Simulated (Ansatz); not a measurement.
## SiNH3 (SMILES [N][SiH3]): the energy, rung by rung

SiNH3: 5 atoms, total charge 0, spin state triplet. SMILES: `[N][SiH3]`. The coordinates come from a GFN2-xTB relaxation.

```xyz
5

N    -1.5366    0.3343    0.4795
Si    0.0102   -0.0023   -0.0038
H     0.0649   -0.3132   -1.4454
H     0.5551   -1.1630    0.7272
H     0.9063    1.1442    0.2425
```

Each level gives the energy change with the Si2–H3 bond stretched from 1.476 to 2.951 Å (eV). The values are calculated.

```csv
level,kind,program,value (eV),less FCI/STO-3G
UHF/STO-3G,Hartree–Fock,Ansatz,3.92,+0.32
UBLYP/STO-3G,GGA,Ansatz,3.76,+0.16
U-r2SCAN/STO-3G,meta-GGA,Ansatz,4.02,+0.42
UBHLYP/STO-3G,global hybrid,Ansatz,4.38,+0.78
UPBE0/STO-3G,global hybrid,Ansatz,4.15,+0.55
UHSE06/STO-3G,range-separated hybrid,Ansatz,4.15,+0.55
UB2PLYP/STO-3G,double hybrid,Ansatz,4.17,+0.57
UMP2/STO-3G,perturbation theory,Ansatz,4.04,+0.44
UCCSDTQ/STO-3G,coupled cluster or CI,Ansatz,3.60,0.00
FCI/STO-3G,exact in the basis,Ansatz,3.60,0.00
```

FCI/STO-3G is exact within its basis and frozen core, so for wave-function methods in that basis the difference is their error; functionals converge differently with the basis, so for them it is only a difference. The first shape isn't each level's own minimum. The values span 3.60 to 4.38 eV. Spin contamination of the reference (⟨S²⟩ at least 0.1 too high) touches UHF/STO-3G, UBLYP/STO-3G, U-r2SCAN/STO-3G, UBHLYP/STO-3G, UPBE0/STO-3G, UHSE06/STO-3G, UB2PLYP/STO-3G, UMP2/STO-3G, UCCSDTQ/STO-3G. All rows use very small basis sets, so even the best lies far from the true value.
